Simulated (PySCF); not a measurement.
# Energy of P (phosphorus, neutral) between two integer charges

The 3p alpha orbital of [Ne] 3s2 3p3 is emptied in steps (occupation f), with all orbitals relaxed, ending at [Ne] 3s2 3p2. All numbers are calculated (PySCF 2.14, no relativity, point nucleus, in aug-pcseg-2). The exact energy is a straight line in f; departures are measured from the line between the end points of the same method.

**Question.** Among UHF, LDA, PBE, PBE0, r2SCAN, LC-wPBE, BHandHLYP, wB97X, TPSS, M06-2X, which shows the largest delocalisation error (convex curve), and which is closest to linear?

**Answer.** Most convex: LDA (-1.090 eV at f = 0.5); closest to linear: LC-wPBE (-0.071 eV).

```tsv
f	UHF (eV)	LDA (eV)	PBE (eV)	PBE0 (eV)	r2SCAN (eV)	LC-wPBE (eV)	BHandHLYP (eV)	wB97X (eV)	TPSS (eV)	M06-2X (eV)
1	0.000	0.000	0.000	0.000	0.000	0.000	0.000	0.000	0.000	0.000
0.9	0.067	-0.387	-0.379	-0.270	-0.353	-0.027	-0.163	-0.055	-0.368	-0.178
0.7	0.152	-0.909	-0.887	-0.631	-0.821	-0.061	-0.382	-0.127	-0.862	-0.424
0.5	0.177	-1.090	-1.059	-0.750	-0.970	-0.071	-0.456	-0.147	-1.027	-0.510
0.3	0.145	-0.920	-0.890	-0.629	-0.807	-0.056	-0.383	-0.118	-0.862	-0.420
0.1	0.061	-0.396	-0.381	-0.268	-0.343	-0.022	-0.164	-0.049	-0.368	-0.173
0	0.000	0.000	0.000	0.000	0.000	0.000	0.000	0.000	0.000	0.000
```

```
   method  E(f=0) − E(f=1) (eV)  −ε at f=1 (eV)  −ε at f=0.5 (eV)
      UHF                 9.911          10.668             9.889
      LDA                10.580           6.304            10.547
      PBE                10.497           6.303            10.487
     PBE0                10.536           7.543            10.541
   r2SCAN                10.634           6.704            10.679
  LC-wPBE                10.613          10.315            10.629
BHandHLYP                10.260           8.452            10.256
    wB97X                10.390           9.777            10.416
     TPSS                10.515           6.433            10.515
   M06-2X                10.329           8.364            10.334
```

Reference removal energy between the ground levels: 10.487 eV (measured; NIST Atomic Spectra Database, ionization energies). The calculation has no spin-orbit coupling. UHF lacks correlation.
